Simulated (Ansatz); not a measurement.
# BH₄O (doublet): the correlation ladder at distance B1–H4 along a hydrogen transfer = 1.110 Å, cc-pVDZ

The task here is to estimate one member of a computed series from the others.

Program: Ansatz 0.2.0, Gaussian basis. Level of theory: cc-pVDZ, core rule «outside noble gas», up to 2 orbitals frozen. These are calculated values, not measurements.

The runs, in order: UHF; CCSD(T) on ROHF; CCSD(T) on UHF; BCCD(T) on ROHF; CISD; CCSDT(Q) on ROHF; CCSDT(Q) on UHF; CASSCF and MRCISD+Q, 3 electrons in 3 orbitals; CASSCF and NEVPT2, 3 electrons in 3 orbitals.

5 further runs of the same task are left out: 1 for a mislabelled method, 2 that didn't finish, 2 set aside as unsound or not needed.

## The system

The geometry derives from fragments relaxed apart (PBE0/def2-TZVP) and kept rigid, so it is no stationary point. A hydrogen atom is moved between rigid fragments.

6 atoms, charge 0, spin multiplicity 2.

Atoms are counted from 1 here; the program's logs count them from 0.

Bond lengths: B1–H2 1.193 Å, B1–H3 1.193 Å, B1–H4 1.110 Å, O5–H6 0.973 Å. Angles: H2–B1–H3 120.0°, H2–B1–H4 120.0°, H3–B1–H4 120.0°.

Coordinates:

```
B    -1.3979    0.0307    0.0000
H    -1.9946    1.0643    0.0000
H    -1.9946   -1.0029    0.0000
H    -0.2879    0.0307    0.0000
O     1.1271    0.0307    0.0000
H     1.3790   -0.9092    0.0000
```

The first run:

Contents of in.yaml:

```yaml
crystal:
  periodic: [false, false, false]
  atoms:
    - {symbol: B, position_ang: [-1.397868, 0.030718, 0.000000]}
    - {symbol: H, position_ang: [-1.994601, 1.064290, 0.000000]}
    - {symbol: H, position_ang: [-1.994601, -1.002853, 0.000000]}
    - {symbol: H, position_ang: [-0.287868, 0.030718, 0.000000]}
    - {symbol: O, position_ang: [1.127132, 0.030718, 0.000000]}
    - {symbol: H, position_ang: [1.378991, -0.909232, 0.000000]}
basis:
  gaussian: {orbitals: cc-pVDZ}
magnetization: {spin_polarized: true, initial_magnetization: 1}
hamiltonian: {xc: hf}
output: {orbitals: {seedname: orbitals}}
```

Command:

```
ansatz run in.yaml --threads 1 --pin off --events-out ev --progress --plain --max-ram 2393MiB
```

Among the steps run: UHF; CCSD(T) on ROHF; CCSD(T) on UHF; BCCD(T) on ROHF; CISD; CCSDT(Q) on ROHF; CCSDT(Q) on UHF; CASSCF and MRCISD+Q, 3 electrons in 3 orbitals; CASSCF and NEVPT2, 3 electrons in 3 orbitals.

One of the session's tables, all rows but one given; the rest of the session is left out.

```
       method  from UCCSDT(Q) (kJ/mol)
         ROHF                   +807.5
          UHF                   +791.5
         RMP2                   +117.4
         UMP2                        ?
         CISD                    +77.4
        RCCSD                    +16.5
        UCCSD                    +16.2
     RCCSD(T)                     +3.3
     UCCSD(T)                     +3.3
      BCCD(T)                     +3.3
       RCCSDT                     +1.2
       UCCSDT                     +1.1
    RCCSDT(Q)                     +0.1
    UCCSDT(Q)                        0
  CASSCF pair                   +746.9
  NEVPT2 pair                   +111.9
  MRCISD pair                    +68.5
MRCISD+Q pair                     +7.3
```

Q: Estimate the row for UMP2 from the others.

**Answer.** from UCCSDT(Q) (kJ/mol): +117.5. In the column «from UCCSDT(Q) (kJ/mol)» it lies between RMP2 (+117.4) and CASSCF pair (+746.9).

Among the levels timed on like hardware and quicker than the yardstick, those that no quicker one beats, quickest first: NEVPT2 pair (1.6 s, +111.9 kJ/mol); MRCISD+Q pair (2 s, +7.3 kJ/mol); BCCD(T) (2.6 s, +3.3 kJ/mol); UCCSD(T) (6 s, +3.3 kJ/mol).

To keep in mind: Of the multireference levels listed MRCISD+Q pair comes nearest in total energy (+7.3 kJ/mol), which doesn't show that its space is the better one. Restricted and unrestricted rows rest on different reference determinants; where their highest levels disagree by more than a few hundredths of an eV, they describe different states and don't form one ladder.
